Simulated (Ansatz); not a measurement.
System: 1T (CdI2-type) HfS₂. Method: PBE0-D4 (PAW; Ansatz, a program for electronic structure).

Estimate the interlayer binding energy, layer repeat distance and gap between the layers that the calculation returns.


- interlayer binding energy = 17.9 meV/Å²
- layer repeat distance = 5.854 Å
- gap between the layers = 2.976 Å

Spin–orbit coupling is not included.

Computing time: around 80 core-minutes (rough).
